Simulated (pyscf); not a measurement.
Thermochemistry of product channels of O=Si=O (SMILES O=[Si]=O) + OH• (SMILES [OH]) on the doublet surface, in kcal/mol, from CCSD(T)/def2-TZVPP + ΔMP2(QZVPP) energies (ideal gas, 1 atm, RRHO with modes under 100 cm⁻¹ raised to 100, one conformer, R ln 2 for chiral ones without a mode under 150 cm⁻¹). Structures and frequencies: ωB97X-D3(BJ)/def2-SVP in PySCF. Correlated levels are frozen-core, on RHF or UHF. ΔMP2 is the change of the MP2 total energy from the triple- to the quadruple-zeta basis.

```json
[
 {"products": "O (SMILES [O]) [triplet] + [O=Si–OH]• (SMILES O=[Si]O)", "ΔE": "+40.3", "ΔH(298 K)": "+40.8", "ΔG(298 K)": "+39.7", "ΔG(600 K)": "+38.5"},
 {"products": "[O–SiH=O]• (SMILES [O][SiH]=O) + O (SMILES [O]) [triplet]", "ΔE": "+77.4", "ΔH(298 K)": "+75.9", "ΔG(298 K)": "+74.9", "ΔG(600 K)": "+73.8"},
 {"products": "•O–Si(=O)–OH (SMILES [O][Si](=O)O)", "ΔE": "-66.4", "ΔH(298 K)": "-64.5", "ΔG(298 K)": "-56.5", "ΔG(600 K)": "-48.4"}
]
```

These are energies of the channels, which say nothing of barriers. The CCSD(T) − MP2 part came from Ansatz, without density fitting, on the same reference. Left out: orbital degeneracy and the spin-orbit lowering of OH, O.
